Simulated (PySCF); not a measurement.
One entry of a table of gas-phase calculations, keyed by method. Lists by class give the value and the number of equivalent atoms.

```json
{
 "name": "B(H2S)H3",
 "formula": "BH5S",
 "smiles": "[H]B([H])([H])<-S",
 "charge": 0,
 "multiplicity": 1,
 "geometry_level": "PBE0-D3(BJ)/def2-SVP",
 "electronic_structure_code": "PySCF",
 "results": {
  "PBE0-D3(BJ)/def2-SVP geometry optimisation, gas phase": {
   "point_group": "Cs",
   "rotational_constants_GHz": [66.322, 10.844, 10.742]
  },
  "wB97X-D/def2-SVPD ground state and vertical TDDFT (core frozen in the response)": {
   "dipole_D": 3.91,
   "homo_eV": -10.26,
   "lumo_eV": 1.1,
   "S1_eV": 6.97,
   "strongest_line_of_10_singlets_eV": 8.95,
   "T1_tda_eV": 6.49,
   "polarisability_au": 42.8,
   "r2_bohr2_about_centre_of_nuclear_charge": 170.8,
   "singlets_eV_and_f": [
    [6.97, 0.003],
    [7.08, 0.0],
    [7.52, 0.009],
    [7.53, 0.023],
    [7.59, 0.001],
    [7.94, 0.07],
    [8.01, 0.054],
    [8.27, 0.032],
    [8.95, 0.364],
    [9.06, 0.004]
   ],
   "triplets_tda_eV": [6.49, 6.85, 7.23, 7.31]
  },
  "KT2/pcSseg-1 ground state and GIAO shieldings, non-relativistic": {
   "shift_vs_computed_TMS_H_by_class_ppm": [
    [2.95, 2],
    [2.3, 3]
   ],
   "shielding_other_nuclei_by_class_ppm": [
    ["B", 129.8, 1],
    ["S", 602.1, 1]
   ]
  }
 }
}
```

The rotational constants make it an asymmetric top with κ = (2B − A − C)/(A − C) = -1.00, nearer the prolate limit (−1). In atomic units the dipole is 1.54 e·bohr (1 au = 2.5417 D). The 10 singlets span 6.97 to 9.06 eV, and their oscillator strengths add up to 0.56.

